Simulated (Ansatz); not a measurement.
## Two structures, one formula

Two relaxed structures of CH4AlSi (charge -1), closed shell (PBE0-D4/def2-TZVPD; forces vanish, vibrations not checked).

A:

```tsv
atom	x (Å)	y (Å)	z (Å)
Al1	-1.2982	0.5715	-0.9107
C2	0.0963	0.5415	0.3409
Si3	0.6352	-1.0488	0.9479
H4	-2.0442	-0.7432	-1.4656
H5	-1.9028	1.9300	-1.5698
H6	1.7808	-0.6135	1.9216
H7	0.5652	1.4698	0.6767
```

B:

```
7
angstrom
Al -1.3101 0.4969 -1.1263
C 1.3645 -0.5330 1.0471
Si -0.2093 0.2344 1.0209
H -2.6043 -0.4003 -1.5624
H -1.4646 1.9497 -1.8579
H 1.8901 -0.6693 1.9932
H 1.9141 -0.9123 0.1888
```

Ansatz 0.2.0; basis: def2-TZVPPD; cores frozen in the correlated methods. B3LYP uses VWN-RPA correlation.

(1) Which structure is lower at CCSD(T), and by how much? (Judge from chemistry; the value comes from the calculation.)

The T1 diagnostic stays at or below 0.023. The restricted Hartree–Fock reference is unstable towards an unrestricted one at one or more of these structures.

Results:

(1) The calculation gives: A, by 33.2 kJ/mol (electronic energy, against the other). By their contacts, A is CH₄AlSi ([AlH2][CH][SiH]), total charge -1 and B is CH₄AlSi ([CH2][Si][AlH2]), total charge -1.

All methods give the same order:

```tsv
method	E(B) − E(A) (kJ/mol)
PBE-D4	20.5
r2SCAN-D4	30.5
PBE0-D4	30.0
B3LYP-D4	38.1
wB97M-V	51.2
HF	58.9
MP2	45.1
CCSD	39.1
CCSD(T)	33.2
```

Labels in which every atom is bracketed show which atoms are joined, not bond orders.

For scale, one of the runs: CCSD(T)/def2-TZVPPD, 201 basis functions, launched by `ansatz run in.yaml --threads 2 --pin off --events-out ev --progress --plain --max-ram 4352MiB`. Hardware: 2 CPU threads of an Intel Xeon Platinum 8175M, shared host. Wall time 33 s; peak host memory 2.2 GiB.
